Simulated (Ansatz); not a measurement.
Z-matrix (Å, degrees):
```
B
C 1 1.534
H 1 1.197 2 122.0
H 1 1.199 2 118.7 3 -180.0
C 2 1.339 1 120.5 3 180.0
H 2 1.089 1 121.7 3 -0.0
H 5 1.086 2 120.6 1 0.0
H 5 1.087 2 123.0 1 -180.0
```

The species carries charge 0 and has multiplicity 1.

Q: List the ωB97M-V/def2-TZVPP orbital energies in eV (Ansatz). (An estimate is asked.)

A: Computed: Occupied: -282.14, -281.17, -187.68, -24.40, -19.20, -16.72, -15.26, -13.76, -11.65, -11.54, -10.74. Lowest empty: -0.06, 2.86, 2.87, 3.28, 3.61, 4.07, 5.03, 5.37.
